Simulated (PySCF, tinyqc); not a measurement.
Inside a calculation. Method: MP2 on RHF in the sto-3g basis, for LiH, spin multiplicity 1. The lowest restricted solution is unstable here: a spin-polarised one lies 0.0190 hartree lower (PySCF). One step of it, computed by the program tinyqc.

Problem. Second-order Moller-Plesset energy. E2 = sum_ijab (ia|jb) [2 (ia|jb) - (ib|ja)] / (e_i + e_j - e_a - e_b) over occupied i, j and virtual a, b; the opposite-spin part is (ia|jb)^2 / denominator, the rest is same-spin, and SCS-MP2 scales them by 6/5 and 1/3.

orbital energies (hartree): [-2.373744, -0.216901, 0.066951, 0.157653, 0.157653, 0.335221]

Two-electron integrals over orbitals (pq|rs), unique and non-zero (hartree):
```
(11|11) 1.659495    (21|11) -0.097653   (21|21) 0.009834    (22|11) 0.297207
(22|21) 0.001831    (22|22) 0.434905    (31|11) -0.142561   (31|21) 0.010836
(31|22) -0.009816   (31|31) 0.022003    (32|11) 0.037136    (32|21) -0.002499
(32|22) -0.066612   (32|31) -0.000449   (32|32) 0.028695    (33|11) 0.386837
(33|21) -0.008243   (33|22) 0.212325    (33|31) 0.000446    (33|32) 0.017296
(33|33) 0.321171    (41|41) 0.009799    (42|41) 0.007312    (42|42) 0.020853
(43|41) 0.010439    (43|42) 0.021223    (43|43) 0.041368    (44|11) 0.396345
(44|21) -0.003489   (44|22) 0.234635    (44|31) -0.005075   (44|32) 0.018976
(44|33) 0.277351    (44|44) 0.312946    (51|51) 0.009799    (52|51) 0.007312
(52|52) 0.020853    (53|51) 0.010439    (53|52) 0.021223    (53|53) 0.041368
(54|54) 0.016869    (55|11) 0.396345    (55|21) -0.003489   (55|22) 0.234635
(55|31) -0.005075   (55|32) 0.018976    (55|33) 0.277351    (55|44) 0.279207
(55|55) 0.312946    (61|11) 0.065836    (61|21) -0.008659   (61|22) -0.006937
(61|31) -0.004246   (61|32) 0.002932    (61|33) 0.011497    (61|44) 0.001635
(61|55) 0.001635    (61|61) 0.010439    (62|11) -0.087336   (62|21) 0.000917
(62|22) 0.103323    (62|31) 0.004758    (62|32) -0.051929   (62|33) -0.016337
(62|44) -0.042982   (62|55) -0.042982   (62|61) 0.001661    (62|62) 0.132231
(63|11) 0.028335    (63|21) -0.002119   (63|22) -0.063893   (63|31) 0.003881
(63|32) 0.024117    (63|33) 0.037211    (63|44) 0.011673    (63|55) 0.011673
(63|61) 0.004782    (63|62) -0.044189   (63|63) 0.036747    (64|41) -0.005433
(64|42) -0.017504   (64|43) -0.010694   (64|64) 0.018460    (65|51) -0.005433
(65|52) -0.017504   (65|53) -0.010694   (65|65) 0.018460    (66|11) 0.346233
(66|21) 0.000286    (66|22) 0.403471    (66|31) -0.010069   (66|32) -0.051197
(66|33) 0.239833    (66|44) 0.253899    (66|55) 0.253899    (66|61) -0.005320
(66|62) 0.081182    (66|63) -0.047389   (66|66) 0.395626
```

Hartree-Fock energy = -7.78338163 hartree

Give: Terms; Pair energies; MP2 correlation energy; SCS-MP2 correlation energy; MP2 total energy.

Solution.

Terms:
```
i  j  a  b    (ia|jb)    (ib|ja)  denominator       term
2  2  6  6     0.1322     0.1322      -1.1042    -0.0158
2  2  6  3    -0.0519    -0.0519      -0.8360    -0.0032
2  2  3  6    -0.0519    -0.0519      -0.8360    -0.0032
2  2  3  3     0.0287     0.0287      -0.5677    -0.0015
2  2  5  5     0.0209     0.0209      -0.7491    -0.0006
2  2  4  4     0.0209     0.0209      -0.7491    -0.0006
1  1  3  3     0.0220     0.0220      -4.8814  -9.92e-05
1  1  6  6     0.0104     0.0104      -5.4179  -2.01e-05
1  1  5  5     0.0098     0.0098      -5.0628  -1.90e-05
1  1  4  4     0.0098     0.0098      -5.0628  -1.90e-05
2  1  5  5     0.0073     0.0073      -2.9060  -1.84e-05
1  2  5  5     0.0073     0.0073      -2.9060  -1.84e-05
1  2  4  4     0.0073     0.0073      -2.9060  -1.84e-05
2  1  4  4     0.0073     0.0073      -2.9060  -1.84e-05
2  1  6  3     0.0048     0.0029      -2.9928  -1.05e-05
1  2  3  6     0.0048     0.0029      -2.9928  -1.05e-05
1  1  3  6    -0.0042    -0.0042      -5.1497  -3.50e-06
1  1  6  3    -0.0042    -0.0042      -5.1497  -3.50e-06
2  1  3  6     0.0029     0.0048      -2.9928  -1.08e-06
1  2  6  3     0.0029     0.0048      -2.9928  -1.08e-06
1  2  6  6     0.0017     0.0017      -3.2611  -8.46e-07
2  1  6  6     0.0017     0.0017      -3.2611  -8.46e-07
2  1  3  3  -4.49e-04  -4.49e-04      -2.7245  -7.40e-08
1  2  3  3  -4.49e-04  -4.49e-04      -2.7245  -7.40e-08
```

Pair energies (hartree; pair i-j sums ij and ji):
```
pair  opposite spin  same spin
1-1       -1.64e-04     0.0000
2-1       -9.63e-05  -2.23e-06
2-2         -0.0249          0
```

MP2 correlation energy = -0.025160 hartree

SCS-MP2 correlation energy = -0.030190 hartree

MP2 total energy = -7.808542 hartree
